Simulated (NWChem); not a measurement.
System: SiF4; SMILES [Si](F)(F)(F)F

Computed with NWChem. The geometry was optimised at PBE0/def2-SVP.

For level PBE/def2-TZVPD:

| Quantity | Result |
|---|---|
| highest occupied level (eV) | -10.66 |

Question: Estimate the same quantities for level LDA (Slater exchange, VWN5)/def2-TZVPD.

Answer: The highest occupied level (eV) is -10.92.
